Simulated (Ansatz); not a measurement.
# CH5N2+ (SMILES N=C[NH3+]): one structure at several levels

Aim: energy, forces and dipole at a structure displaced at random from a GFN2-xTB minimum, from CCSD(T) and from density functionals.

Method: single points in def2-TZVPP; program: Ansatz 0.2.0, Gaussian basis.

Correlated methods freeze the cores.

## (1) The system as given

SMILES `N=C[NH3+]`, 8 atoms, charge 1, spin multiplicity 1.

Atoms are counted from 1 here; the program's logs count them from 0.

Bond lengths: N1–C2 1.331 Å, N1–H4 0.947 Å, C2–H5 1.035 Å, N3–H6 1.251 Å, N3–H7 1.087 Å, N3–H8 0.909 Å. Angles: C2–N1–H4 130.5°, N1–C2–H5 130.1°, H6–N3–H7 100.1°, H6–N3–H8 103.4°, H7–N3–H8 117.7°.

Geometry (Å):

```
N    -0.9999    0.5549   -1.2608
C    -0.0466    0.7873   -0.3612
N     0.3515   -0.5521    0.6535
H    -1.5282   -0.2167   -1.4128
H     0.5323    1.6315   -0.2056
H     1.2672   -0.0071    1.3096
H     0.9170   -1.3327    0.1504
H    -0.2421   -0.8065    1.2928
```

## (2) CCSD(T)/def2-TZVPP

run/in.yaml reads:

```yaml
crystal:
  periodic: [false, false, false]
  atoms:
    - {symbol: N, position_ang: [-0.999900, 0.554900, -1.260800]}
    - {symbol: C, position_ang: [-0.046600, 0.787300, -0.361200]}
    - {symbol: N, position_ang: [0.351500, -0.552100, 0.653500]}
    - {symbol: H, position_ang: [-1.528200, -0.216700, -1.412800]}
    - {symbol: H, position_ang: [0.532300, 1.631500, -0.205600]}
    - {symbol: H, position_ang: [1.267200, -0.007100, 1.309600]}
    - {symbol: H, position_ang: [0.917000, -1.332700, 0.150400]}
    - {symbol: H, position_ang: [-0.242100, -0.806500, 1.292800]}
basis:
  gaussian: {orbitals: def2-TZVPP}
total_charge: 1
correlation: {method: ccsd_t}
output: {forces: true}
```

The command line of these runs was not kept.

## (3) PBE0-D4/def2-TZVPP

run/in.yaml: that of step 2 with these lines changed.

```diff
@@ -14,3 +14,3 @@
 total_charge: 1
-correlation: {method: ccsd_t}
-output: {forces: true}
+hamiltonian: {xc: pbe0, dispersion: d4}
+output: {forces: true, orbitals: {seedname: orbitals}}
```

## (4) wB97M-V/def2-TZVPP

run/in.yaml: that of step 3 with these lines changed.

```diff
@@ -14,3 +14,3 @@
 total_charge: 1
-hamiltonian: {xc: pbe0, dispersion: d4}
-output: {forces: true, orbitals: {seedname: orbitals}}
+hamiltonian: {xc: {name: wB97M-V}}
+output: {forces: true}
```

## (5) r2SCAN-D4/def2-TZVPP

run/in.yaml: that of step 4 with these lines changed.

```diff
@@ -14,3 +14,3 @@
 total_charge: 1
-hamiltonian: {xc: {name: wB97M-V}}
+hamiltonian: {xc: r2scan, dispersion: d4}
 output: {forces: true}
```

## (6) PBE-D4/def2-TZVPP

run/in.yaml: that of step 5 with these lines changed.

```diff
@@ -14,3 +14,3 @@
 total_charge: 1
-hamiltonian: {xc: r2scan, dispersion: d4}
+hamiltonian: {xc: pbe, dispersion: d4}
 output: {forces: true}
```

## (7) BHLYP-D4/def2-TZVPP

run/in.yaml: that of step 6 with these lines changed.

```diff
@@ -14,3 +14,3 @@
 total_charge: 1
-hamiltonian: {xc: pbe, dispersion: d4}
+hamiltonian: {xc: {name: BHLYP}, dispersion: d4}
 output: {forces: true}
```

## (8) SPW92/def2-TZVPP

run/in.yaml: that of step 7 with these lines changed.

```diff
@@ -14,3 +14,3 @@
 total_charge: 1
-hamiltonian: {xc: {name: BHLYP}, dispersion: d4}
+hamiltonian: {xc: lda}
 output: {forces: true}
```

(Steps that only read results are left out.)

**Question.** What will these runs give? Wanted: energy less free atoms, CCSD(T)/def2-TZVPP; RMS force component; RMS force error; HOMO and LUMO, PBE0-D4; T1 diagnostic.

**Answer**, as computed:

| quantity | value |
| --- | --- |
| energy less free atoms, CCSD(T)/def2-TZVPP | -1826.9 kJ/mol |
| RMS force component | 4.208 to 4.529 eV/Å over the methods |
| RMS force error | PBE0-D4 0.371, wB97M-V 0.333, r2SCAN-D4 0.308, PBE-D4 0.236, BHLYP-D4 0.526, SPW92 0.449 eV/Å |
| HOMO and LUMO, PBE0-D4 | -13.83 and -7.21 eV |
| T1 diagnostic | 0.017 |

**Reading.** Against CCSD(T) the functionals' energies less atoms differ by -542.0 to +39.9 kJ/mol, PBE-D4 by -193.2 kJ/mol. A larger basis would deepen the CCSD(T) value, while the functionals are nearly converged already, so the order here is not reliable. The forces of PBE-D4 come nearest to CCSD(T), those of BHLYP-D4 are farthest. Frozen-core CCSD(T) forces in triple zeta carry basis errors of their own, and this is one geometry, so small gaps rank nothing. The restricted Hartree–Fock reference is unstable towards an unrestricted one at one or more of these structures.
